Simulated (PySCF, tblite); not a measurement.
# C4H4S− (doublet): geometry, infrared bands and EPR parameters

Wanted: the infrared bands and EPR parameters of C4H4S− (doublet) (`CC#C[CH][S-]`), by calculation.

Programs: tblite 0.8.0 and PySCF 2.14.0, with density-fitted response routines of our own. Each step states its level of theory. These are calculated values for one molecule in the gas phase, unless marked as measured. Atoms count from 0, in the outputs and in this text.

## (1) The starting structure

9 atoms, charge -1, multiplicity 2; geometry from: force field or distance geometry start.

Bonds of the start (Å): C0–C1 1.45, C1–C2 1.22, C2–C3 1.45, C3–S4 1.77, C0–H5 1.11, C0–H6 1.13, C0–H7 1.12, C3–H8 1.12.

## (2) Relaxing the molecule with GFN2-xTB

Job settings and geometry (Å):

```
{"job": {"kind": "relax", "xc": "GFN2-xTB", "basis": "xTB"}, "charge": -1, "multiplicity": 2}
C     -1.790400     0.180600    -0.176400
C     -0.348700    -0.002500    -0.201000
C      0.860900    -0.175100    -0.218100
C      2.302400    -0.363500    -0.261400
S      2.986300     0.980500    -1.186400
H     -2.235000    -0.100600     0.802600
H     -2.045100     1.253700    -0.429000
H     -2.305800    -0.472400    -0.919000
H      2.589000    -1.294800    -0.805400
```

On the command line:

```bash
$ OMP_NUM_THREADS=1 python probes_run.py task.json out
```

The driver reads the jobs from task.json and runs them one after another.

**Question.** This job is followed by: GFN2-xTB harmonic vibrations, gas phase; UKS B3LYP, pcH-1 on C H S, non-relativistic, mean-field spin-orbit, GIAO. Predict these results of the whole session: strongest single infrared mode (GFN2-xTB); zero-point energy (GFN2-xTB); g(iso) (B3LYP); ⟨S²⟩; largest a(iso) (averaged by class).

As calculated:

| quantity | value |
| --- | --- |
| strongest single infrared mode (GFN2-xTB) | 2882 cm⁻¹, 234 km/mol |
| zero-point energy (GFN2-xTB) | 37.2 kcal/mol |
| g(iso) (B3LYP) | 2.01084 |
| ⟨S²⟩ | 0.758 (exact 0.75) |
| largest a(iso) (averaged by class) | 13C on C2, -42.1 MHz |

**Reading.** Over 53 steps the energy fell by 0.594 eV; of the close pairs, C2–C3 changed most, 1.454 to 1.368 Å. The lowest mode is slightly imaginary (13i cm⁻¹), a soft motion within the noise of the Hessian, so the minimum is not strictly shown. The strongest single mode, at 2882 cm⁻¹, moves mainly H5 and H7. Unscaled tight-binding wavenumbers are off by several per cent, some by more. Its intensities can rank the bands wrongly. The largest spin populations lie on C3 (0.43 e), S4 (0.37 e), C1 (0.33 e). The isotropic g lies 8.5 ppt above the free-electron value.
